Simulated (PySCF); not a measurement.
# One molecule, many functionals

Compound: sodium chloride, NaCl.
Numbering: `[Na:1][Cl:2]`

Linear-response calculations in the def2-SVPD basis (PySCF; singlets by full response, triplets Tamm–Dancoff, core orbitals frozen in the response; HF means time-dependent Hartree–Fock). 'Strongest' is the level of largest summed f among the singlets computed (10 roots, of which the last may lack a degenerate partner); it can jump between rows when another state enters that window. S1 is the lowest singlet of each run and needn't be the same state throughout; f(S1) is that of one state. Geometry: PBE0-D3(BJ)/def2-SVP; no solvent, vibrations or thermal averaging.

```
functional                               kind  S1 (eV)  f(S1)  strongest (eV)  T1 (eV)  HOMO (eV)  gap (eV)  ionisation energy, ΔSCF (eV)
       LDA                                LDA     3.34  0.012            4.03     3.28      -5.41      3.33                          9.68
       PBE                                GGA     3.13  0.009            5.60     3.05      -5.30      3.10                          9.42
     B3LYP  global hybrid, 20% exact exchange     3.54  0.011            6.01     3.47      -6.33      4.38                          9.41
      PBE0  global hybrid, 25% exact exchange     3.90  0.013            4.51     3.82      -6.55      4.93                          9.35
 BHandHLYP  global hybrid, 50% exact exchange     4.29  0.016            4.93     4.22      -7.74      6.35                          9.18
 CAM-B3LYP             range-separated hybrid     4.11  0.017            4.76     4.03      -7.94      6.70                          9.39
   wB97X-D             range-separated hybrid     4.45  0.022            6.40     4.43      -8.36      7.98                          9.38
   LC-wPBE             range-separated hybrid     5.00  0.025            7.03     4.89      -9.31      8.81                          9.35
        HF                       Hartree–Fock     5.42  0.028            7.35     5.28      -9.64      9.20                   not settled
```

S1 runs from 3.13 eV (PBE) to 5.42 eV (HF), a spread of 2.29 eV, while the orbital gap spreads over 6.1 eV. Along PBE (0%), B3LYP (20%), PBE0 (25%), BHandHLYP (50%), HF (100%) S1 rises with the share of exact exchange. −ε(HOMO) comes closest to its own ΔSCF ionisation energy with LC-wPBE (-0.04 eV) and misses most with LDA (-4.27 eV). 'Not settled' means that the ion's SCF failed to converge or may have ended in another state than the lowest.
